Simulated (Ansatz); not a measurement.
A structure relaxed at B3LYP-D4/def2-TZVP in Ansatz, charge 0, singlet:

| atom | x (Å) | y (Å) | z (Å) |
| --- | --- | --- | --- |
| Mg1 | 0.265 | -0.876 | 1.556 |
| Mg2 | -0.265 | 0.877 | -1.556 |
| O3 | 0.000 | 0.000 | 0.000 |

(1) Give its formula and point group.

(2) Summarise the bond lengths by kind (pairs closer than 1.2 times the sum of covalent radii, bridged metal pairs left out).

Answers

(1) the cluster Mg2O (the lowest singlet isomer of a short search). Point group D∞h (tolerance 0.1 Å).

(2) 2 × Mg–O 1.81 Å.

The restricted singlet is unstable towards broken spin symmetry at other levels; at B3LYP-D4/def2-TZVP this wasn't settled. At B3LYP-D4/def2-TZVP a triplet of charge 0 lies 0.26 eV below the restricted singlet, each at its own geometry. The structure comes from a short search, and lower isomers may exist.
